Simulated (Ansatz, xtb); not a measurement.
## A geometry optimisation of BH2MgS with r2SCAN-D4/def2-SVP

The starting geometry of this gas-phase doublet was built from a drawn formula by distance geometry and a force field; its bonds are those of `[MgH][BH][S]`.

```yaml
atoms:
  - { symbol: B, position_ang: [-0.5922, -0.1956, 0.8613] }
  - { symbol: Mg, position_ang: [-1.9184, 1.3467, 0.0016] }
  - { symbol: S, position_ang: [0.6893, -1.0271, -0.2134] }
  - { symbol: H, position_ang: [-3.0000, 2.6189, -0.7108] }
  - { symbol: H, position_ang: [-0.6725, -0.4872, 1.9917] }
```

Task: Predict what becomes of its bonds when it is optimised with r2SCAN-D4/def2-SVP.

Result: A new bond forms, giving a structure given below by its coordinates. Contacts that close: Mg2–S3 (3.53 → 2.45 Å).

The energy falls by 1.13 eV over 10 steps:

```json
{"step": "1", "E − E(last) (eV)": "1.125"}
{"step": "2", "E − E(last) (eV)": "0.646"}
{"step": "3", "E − E(last) (eV)": "0.397"}
{"step": "4", "E − E(last) (eV)": "0.222"}
{"step": "5", "E − E(last) (eV)": "0.076"}
{"step": "6", "E − E(last) (eV)": "0.068"}
{"step": "7", "E − E(last) (eV)": "0.001"}
{"step": "8", "E − E(last) (eV)": "0.000"}
{"step": "9", "E − E(last) (eV)": "0.000"}
{"step": "10", "E − E(last) (eV)": "0.000"}
```

Final geometry (Å):

```xyz
5

B    -0.6039   -0.2839    1.1816
Mg   -1.7354    1.2633   -0.2419
S     0.0717   -0.3874   -0.3964
H    -2.7638    2.4475   -0.8788
H    -0.4624   -0.7837    2.2658
```

From the same start GFN2-xTB reaches the same bonding as this run.

No frequencies were run, so the end isn't proven a minimum. Open shells are spin-unrestricted. Run with Ansatz 0.2.0, 38 s on 1 thread of Intel(R) Xeon(R) Platinum 8488C (Sapphire Rapids), with other jobs on the host.
